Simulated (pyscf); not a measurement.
`[CH3][CH2][CH3]` + `[OH][Zn][OH]` -> `[CH3][CH2][Zn][OH]` + `[CH3][OH]` (four-centre exchange; singlet surface; C–C, O–Zn broken, C–Zn, C–O formed). Structures and frequencies: ωB97X-D3(BJ)/def2-SVP in PySCF. Energies in kcal/mol from the separated reactants.

| level | barrier | reaction energy |
|---|---|---|
| ωB97X-D3(BJ)/def2-TZVP | ? | +26.0 |
| r²SCAN/def2-TZVP | 84.6 | +26.6 |
| B3LYP-D3(BJ)/def2-TZVP | 88.8 | +25.5 |
| PBE0-D3(BJ)/def2-TZVP | 91.0 | +25.2 |
| M06-2X/def2-TZVP | ? | ? |
| HF/def2-TZVP | 120.9 | +28.7 |

### Question
What belongs in the gaps?

### Answer

- ωB97X-D3(BJ)/def2-TZVP, barrier: 94.8
- M06-2X/def2-TZVP, barrier: 93.8
- M06-2X/def2-TZVP, reaction energy: +27.0

The functionals in the table span 10.2 kcal/mol in this barrier, from r²SCAN to ωB97X-D3(BJ)/def2-TZVP. On the product side the descent ends in a bound adduct (not fully relaxed), 13.5 kcal/mol under the separated species and 82.3 kcal/mol under the saddle at ωB97X-D3(BJ)/def2-TZVP. One saddle was located; it need not be the lowest between these sides. Elements up to Kr have no core potential and no relativistic terms here.
